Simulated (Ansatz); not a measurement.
`CC=C=CN` → `CCCC#N`  (isomerisation)

Program: Ansatz. Geometries: PBE0-D4/def2-TZVP. ΔE: electronic, gas phase. CCSD(T)/CBS is the MP2 limit (def2-TZVPP, def2-QZVPP) plus CCSD(T) − MP2 in def2-TZVPP, frozen cores. Functionals use def2-TZVPP. HSE06 is defined as in plane-wave codes. Each species was taken in one conformer, which may not be the lowest.

```
           level  ΔE (kJ/mol)
          PBE-D4       -118.5
           HSE06       -128.2
CCSD(T)/def2-SVP       -171.7
  CCSD/CBS(def2)       -155.0
```

**Question.** What does CCSD(T)/CBS give? (Estimate.)

**Answer.** Computed: -151.6 kJ/mol. The listed levels differ from it by 33.1, 23.4, -20.1, -3.4 kJ/mol.

Largest T1 diagnostic among the species: 0.012.

From r2SCAN to r2SCAN0 (25 % exact exchange), in def2-TZVPP and without D4, ΔE moves by −6.2 kJ/mol. At CCSD(T), def2-SVP lies −20.1 kJ/mol from the extrapolated value and def2-TZVPP −8.5 kJ/mol. Leaving LDA and LC-ωPBE aside and taking each functional with its dispersion term where it has one, the values, not all of them listed here, spread over 33.5 kJ/mol, from PBE-QIDH to PBE-D4. LDA lies +19.3 kJ/mol from PBE without D4.
